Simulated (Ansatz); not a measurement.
Born–Oppenheimer molecular dynamics of CH₆AlN (9 atoms, charge 0, multiplicity 1). It starts from a relaxed structure.

Theory: Ansatz 0.2.0, RHF/def2-SVP.

* ensemble: NVE (velocity Verlet)
* time step: 0.25 fs
* steps asked: 166
* starting velocities drawn for: 2000 K
* masses: H 10 u
* seed: 148464

Frames 0.5 fs apart, positions in Å.

Velocities at 2.5 fs (Å/ps):

```
Al 4.73 8.54 -0.53
N 9.89 14.48 -5.74
H -1.44 -2.49 13.10
H -17.40 -18.01 4.90
H -18.73 -17.00 -9.01
C 1.48 -7.78 5.45
H 14.52 5.44 0.54
H -10.33 -7.82 0.70
H 4.97 5.90 -7.29
```

```xyz
9
Properties=species:S:1:pos:R:3 time_fs=2.5 energy_less_start_eV=0.297 T=1672
Al 0.015 0.055 0.037
N 0.025 0.034 1.794
H -0.829 -0.055 2.428
H 0.765 -0.024 2.395
H 1.370 0.062 -0.688
C -1.693 -0.043 -0.940
H -2.223 -0.912 -0.733
H -2.368 0.805 -0.685
H -1.533 0.032 -2.059
9
Properties=species:S:1:pos:R:3 time_fs=3 energy_less_start_eV=0.395 T=1564
Al 0.018 0.059 0.037
N 0.030 0.042 1.792
H -0.830 -0.056 2.434
H 0.757 -0.033 2.397
H 1.361 0.053 -0.693
C -1.692 -0.047 -0.937
H -2.216 -0.910 -0.733
H -2.373 0.801 -0.684
H -1.530 0.035 -2.063
9
Properties=species:S:1:pos:R:3 time_fs=3.5 energy_less_start_eV=0.490 T=1460
Al 0.020 0.064 0.036
N 0.034 0.049 1.789
H -0.830 -0.057 2.440
H 0.749 -0.042 2.401
H 1.352 0.045 -0.697
C -1.691 -0.050 -0.935
H -2.209 -0.908 -0.732
H -2.378 0.797 -0.684
H -1.528 0.038 -2.066
9
Properties=species:S:1:pos:R:3 time_fs=4 energy_less_start_eV=0.575 T=1366
Al 0.022 0.068 0.036
N 0.037 0.056 1.786
H -0.829 -0.058 2.445
H 0.742 -0.051 2.404
H 1.343 0.036 -0.702
C -1.690 -0.052 -0.933
H -2.203 -0.907 -0.732
H -2.382 0.793 -0.684
H -1.526 0.040 -2.069
9
Properties=species:S:1:pos:R:3 time_fs=4.5 energy_less_start_eV=0.645 T=1288
Al 0.024 0.072 0.036
N 0.038 0.063 1.784
H -0.828 -0.059 2.450
H 0.736 -0.060 2.408
H 1.334 0.028 -0.707
C -1.688 -0.053 -0.931
H -2.197 -0.906 -0.731
H -2.387 0.789 -0.683
H -1.523 0.043 -2.071
9
Properties=species:S:1:pos:R:3 time_fs=5 energy_less_start_eV=0.698 T=1230
Al 0.026 0.076 0.035
N 0.040 0.070 1.782
H -0.826 -0.060 2.454
H 0.731 -0.070 2.412
H 1.326 0.020 -0.712
C -1.687 -0.054 -0.931
H -2.191 -0.906 -0.730
H -2.392 0.784 -0.683
H -1.521 0.046 -2.073
9
Properties=species:S:1:pos:R:3 time_fs=5.5 energy_less_start_eV=0.731 T=1193
Al 0.028 0.080 0.035
N 0.040 0.077 1.780
H -0.824 -0.060 2.457
H 0.726 -0.079 2.417
H 1.318 0.011 -0.717
C -1.685 -0.054 -0.930
H -2.186 -0.907 -0.729
H -2.396 0.779 -0.683
H -1.519 0.048 -2.074
9
Properties=species:S:1:pos:R:3 time_fs=6 energy_less_start_eV=0.744 T=1178
Al 0.030 0.085 0.035
N 0.039 0.084 1.779
H -0.822 -0.061 2.460
H 0.722 -0.088 2.422
H 1.310 0.003 -0.722
C -1.682 -0.053 -0.930
H -2.182 -0.909 -0.728
H -2.401 0.775 -0.683
H -1.517 0.051 -2.075
9
Properties=species:S:1:pos:R:3 time_fs=6.5 energy_less_start_eV=0.740 T=1183
Al 0.031 0.089 0.035
N 0.037 0.091 1.778
H -0.818 -0.061 2.462
H 0.719 -0.098 2.428
H 1.303 -0.005 -0.728
C -1.679 -0.051 -0.931
H -2.177 -0.912 -0.727
H -2.405 0.770 -0.682
H -1.515 0.053 -2.076
9
Properties=species:S:1:pos:R:3 time_fs=7 energy_less_start_eV=0.722 T=1203
Al 0.033 0.093 0.034
N 0.035 0.098 1.777
H -0.815 -0.061 2.463
H 0.716 -0.107 2.433
H 1.296 -0.014 -0.733
C -1.677 -0.048 -0.931
H -2.173 -0.915 -0.726
H -2.409 0.765 -0.682
H -1.513 0.055 -2.076
9
Properties=species:S:1:pos:R:3 time_fs=7.5 energy_less_start_eV=0.693 T=1234
Al 0.034 0.097 0.034
N 0.031 0.105 1.777
H -0.810 -0.061 2.464
H 0.714 -0.117 2.439
H 1.289 -0.022 -0.739
C -1.673 -0.044 -0.933
H -2.170 -0.919 -0.724
H -2.413 0.760 -0.682
H -1.511 0.057 -2.076
9
Properties=species:S:1:pos:R:3 time_fs=8 energy_less_start_eV=0.658 T=1273
Al 0.035 0.101 0.034
N 0.027 0.111 1.778
H -0.806 -0.061 2.464
H 0.713 -0.126 2.445
H 1.283 -0.030 -0.745
C -1.670 -0.040 -0.935
H -2.166 -0.924 -0.723
H -2.417 0.754 -0.682
H -1.509 0.059 -2.075
```

Of the whole run (42 fs, mean temperature of the second half 892 K): The conserved energy stayed within 0.09 meV per atom of its start (net change 0.047 meV per atom), so the integration is sound. A run of 0.042 ps of so small a system gives no equilibrium averages.

The run took 90 s on 1 thread of Intel(R) Xeon(R) 6975P-C (Granite Rapids), on a shared host, peak memory 0.14 GiB.
